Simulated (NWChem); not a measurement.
# Si3H8 (trisilane): M06-2X/6-31G(d) (spherical functions)

What is the energy change on altering one bond length of Si3H8 (trisilane) at M06-2X/6-31G* (spherical functions)? 

The calculation is run with NWChem 7.3.0.

3 further runs of the same task are left out: 3 set aside as unsound or not needed. Runs told in other sessions of the task aren't counted.

### Step 1. Starting point

Si3H8: 11 atoms, total charge 0, spin state singlet. SMILES: `[SiH3][SiH2][SiH3]`. Geometry: relaxed at PBE0-D4/def2-TZVP.

Bond lengths: Si1–Si2 2.338 Å, Si2–Si3 2.338 Å, Si1–H4 1.488 Å, Si1–H5 1.488 Å, Si1–H6 1.488 Å, Si2–H7 1.490 Å, Si2–H8 1.490 Å, Si3–H9 1.488 Å, Si3–H10 1.488 Å, Si3–H11 1.488 Å. Some angles: Si1–Si2–Si3 110.4°, Si1–Si2–H7 109.6°, Si1–Si2–H8 109.6°, Si3–Si2–H7 109.6°, Si3–Si2–H8 109.6°, Si2–Si1–H4 111.2°, Si2–Si1–H5 109.8°, Si2–Si1–H6 109.8°, Si2–Si3–H9 109.8°, Si2–Si3–H10 109.8°.

### Step 2. Energy and forces at M06-2X/6-31G(d) (spherical functions)

File job.nw:

```
start job
memory stack 880 mb heap 220 mb global 1100 mb
geometry units angstroms noautosym nocenter noautoz
 Si   -1.292570    1.366730   -0.525270
 Si   -0.462570   -0.807300   -0.296320
 Si    1.631930   -0.774400    0.742750
 H    -2.625850    1.367720   -1.185120
 H    -0.354030    2.180440   -1.344070
 H    -1.422540    2.000090    0.814640
 H    -0.343400   -1.440160   -1.640160
 H    -1.410380   -1.620800    0.516390
 H     1.515950   -0.154940    2.090430
 H     2.583820    0.031780   -0.068050
 H     2.179610   -2.149160    0.894770
end
basis "ao basis" spherical bse
 Si library 6-31G*
 H library 6-31G*
end
dft
 xc m06-2x
 grid xfine
 convergence energy 1e-08
 maxiter 100
 mulliken
 noprint "final vectors analysis"
end
task dft gradient
```

Run with:

```console
$ nwchem job.nw > job.out
```

Log (excerpt; [...] marks lines left out):

```text
[...]
          Wavefunction type:  closed shell.
          No. of atoms     :    11
          No. of electrons :    50
[...]
          Charge           :     0
          Spin multiplicity:     1
[...]
          AO basis - number of functions:    70
[...]
              XC Information
              --------------
                       M06-2X Method XC Functional
                     Hartree-Fock (Exact) Exchange  0.540
                        M06-2X Exchange Functional  1.000
                      M06-2X Correlation Potential  1.000
[...]
 d= 0,ls=0.0,diis     1   -873.0883164168 -1.07D+03  6.63D-03  1.24D-01     4.4
[...]
 d= 0,ls=0.0,diis     8   -873.1133010999 -9.85D-10  2.93D-07  1.89D-10    31.3
         Total DFT energy =     -873.113301099923
      One electron energy =    -1593.575192083140
           Coulomb energy =      592.990852037091
    Exchange-Corr. energy =      -65.646812159614
 Nuclear repulsion energy =      193.117851105740
[...]
      Total Density - Mulliken Population Analysis
     ---------------------------------------------
    Atom       Charge   Shell Charges
 -----------   ------   -------------------------------------------------------
    1 Si  14    13.81   2.00  2.00  5.97  0.99  2.00  0.31  0.42  0.13
    2 Si  14    13.98   2.00  2.00  5.97  0.99  2.03  0.38  0.50  0.10
    3 Si  14    13.81   2.00  2.00  5.97  0.99  2.00  0.31  0.42  0.13
    4 H    1     1.05   0.50  0.56
    5 H    1     1.05   0.50  0.56
    6 H    1     1.05   0.50  0.56
    7 H    1     1.04   0.49  0.55
    8 H    1     1.04   0.49  0.55
    9 H    1     1.05   0.50  0.56
   10 H    1     1.05   0.50  0.56
[...]
  wavefunction    = closed shell
                         DFT ENERGY GRADIENTS
    atom               coordinates                        gradient
                 x          y          z           x          y          z
   1 Si     -2.442603   2.582745  -0.992616    0.000584  -0.000366   0.000257
   2 Si     -0.874131  -1.525576  -0.559964    0.000181   0.000313   0.000117
   3 Si      3.083901  -1.463404   1.403594   -0.000536   0.000449  -0.000230
   4 H      -4.962137   2.584616  -2.239552   -0.001244  -0.000203  -0.000633
   5 H      -0.669020   4.120434  -2.539924    0.000826   0.000524  -0.000796
   6 H      -2.688211   3.779622   1.539446   -0.000162   0.000357   0.001196
   7 H      -0.648932  -2.721508  -3.099453    0.000312  -0.000287  -0.001208
   8 H      -2.665232  -3.062868   0.975836   -0.000745  -0.000468   0.000933
   9 H       2.864730  -0.292794   3.950340   -0.000274   0.000436   0.001153
  10 H       4.882712   0.060055  -0.128596    0.000712   0.000610  -0.000841
  11 H       4.118866  -4.061324   1.690870    0.000347  -0.001364   0.000052
[...]
```

Run time: 40 s. Hardware: 1 thread of Intel Xeon 6975P-C (Granite Rapids), shared host; peak memory 0.15 GiB.

### Step 3. The distorted shape: a single-point energy at M06-2X/6-31G(d) (spherical functions)

File h8si3.nw:

```
START h8si3
memory 2200 mb
charge 0
GEOMETRY units angstrom noautosym nocenter noautoz
Si      -1.417083       1.692868      -0.559616
Si      -0.462570      -0.807300      -0.296320
Si       1.631930      -0.774400       0.742750
H       -2.750363       1.693858      -1.219466
H       -0.478543       2.506578      -1.378416
H       -1.547053       2.326228       0.780294
H       -0.343400      -1.440160      -1.640160
H       -1.410380      -1.620800       0.516390
H        1.515950      -0.154940       2.090430
H        2.583820       0.031780      -0.068050
H        2.179610      -2.149160       0.894770
END
BASIS spherical bse
Si library 6-31G*
H library 6-31G*
END
DFT
xc m06-2x
grid xfine
convergence energy 1e-08
maxiter 100
mulliken
print medium
END
TASK dft energy
```

Run with:

```console
$ nwchem h8si3.nw > h8si3.out
```

Log (excerpt; [...] marks lines left out):

```text
[...]
          Wavefunction type:  closed shell.
          No. of atoms     :    11
          No. of electrons :    50
[...]
          Charge           :     0
          Spin multiplicity:     1
[...]
          AO basis - number of functions:    70
[...]
              XC Information
              --------------
                       M06-2X Method XC Functional
                     Hartree-Fock (Exact) Exchange  0.540
                        M06-2X Exchange Functional  1.000
                      M06-2X Correlation Potential  1.000
[...]
 d= 0,ls=0.0,diis     1   -873.0704826904 -1.06D+03  6.80D-03  1.26D-01     4.0
[...]
 d= 0,ls=0.0,diis     8   -873.0962252154 -1.32D-09  7.43D-07  1.32D-09    29.1
         Total DFT energy =     -873.096225215421
      One electron energy =    -1574.482644870871
           Coulomb energy =      583.329969422629
    Exchange-Corr. energy =      -65.581393585831
 Nuclear repulsion energy =      183.637843818652
[...]
      Total Density - Mulliken Population Analysis
     ---------------------------------------------
    Atom       Charge   Shell Charges
 -----------   ------   -------------------------------------------------------
    1 Si  14    13.82   2.00  2.00  5.97  0.99  1.92  0.34  0.48  0.12
    2 Si  14    13.98   2.00  2.00  5.97  0.99  1.95  0.42  0.55  0.10
    3 Si  14    13.81   2.00  2.00  5.97  0.99  2.00  0.31  0.42  0.13
    4 H    1     1.05   0.50  0.56
    5 H    1     1.05   0.50  0.56
    6 H    1     1.05   0.50  0.56
    7 H    1     1.04   0.49  0.55
    8 H    1     1.04   0.49  0.55
    9 H    1     1.05   0.50  0.56
   10 H    1     1.05   0.50  0.56
[...]
```

Wall time 30 s (1 thread of Intel Xeon 6975P-C (Granite Rapids), shared host); peak memory 0.15 GiB.

### Step 4. Results

At M06-2X/6-31G* (spherical functions):

```
                                                           quantity          value
                                          first shape: total energy  -873.11330 Eh
                                         first shape: dipole moment         0.07 D
                              first shape: largest force on an atom     0.073 eV/Å
                                      distorted shape: total energy  -873.09623 Eh
                                     distorted shape: dipole moment         0.04 D
                                       distorted shape: HOMO energy       -8.42 eV
                                       distorted shape: LUMO energy        0.14 eV
                                     distorted shape: HOMO–LUMO gap        8.56 eV
energy change with the Si1–Si2 bond stretched from 2.338 to 2.689 Å       0.465 eV
```

With the Si1–Si2 bond stretched from 2.338 to 2.689 Å the energy rises by 0.46 eV (44.8 kJ/mol). The first shape isn't relaxed at this level, so the change isn't measured from a minimum.
